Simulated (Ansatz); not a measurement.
## Si–O–SiH⁺, triplet: the ladder up to UCCSDT(Q)

Geometry: that of the Si–O–SiH, doublet, kept fixed.

```xyz
4

Si    0.0000    0.0192    1.6628
O     0.0000    0.0469    0.0453
Si    0.0000   -0.0967   -1.6207
H     0.0000    1.4158   -1.8906
```

Basis cc-pVDZ; Ansatz 0.2.0. Correlated methods freeze the noble-gas cores, which leaves 14 electrons in 44 orbitals. Prefix R: restricted or restricted open-shell reference; prefix U: unrestricted. Active spaces: frontier = (10e, 10o) about the gap.

Full CI isn't at hand for all of this; UCCSDT(Q) serves as the reference, and is uncertain by about the last step of the cluster series. The frozen core follows each run's orbitals, which can shift R against U totals by a few meV.

For open shells CISD is restricted-active-space CI with the open shells as a complete middle space.

- UHF ⟨S²⟩: 2.009
- T1 diagnostic (RCCSD): 0.0440
- largest doubles amplitude (RCCSD): 0.073
- T1 diagnostic (UCCSD): 0.0393

```csv
level,E − E(UCCSDT(Q)) (kJ/mol),share of correlation (%),wall time
RHF,914.7,0.00,–
UHF,909.2,0.60,–
RMP2,112.1,87.74,–
UMP2,110.0,87.98,–
CISD,130.3,85.76,10 s
RCCSD,38.1,95.83,–
UCCSD,37.8,95.86,–
RCCSD(T),7.7,99.16,8 s
UCCSD(T),7.6,99.17,11 s
BCCD(T),6.7,99.27,8.5 s
RCCSDT,3.7,99.60,–
UCCSDT,3.6,99.60,–
RCCSDT(Q),1.2,99.87,87 s
```

The correlation energy at UCCSDT(Q), counted from RHF, is -9.480 eV. That run took 80 s on 1 thread of Arm Neoverse V1, shared host.

Run but not shown, since their state or frozen core can't be matched to the reference's or they repeat it: CASSCF (frontier space), NEVPT2 (frontier space).

Times hold each run's SCF and search for its determinant on a shared host, so for small cases they say little of a method's own cost; they ran on 1 thread of Arm Neoverse V1.
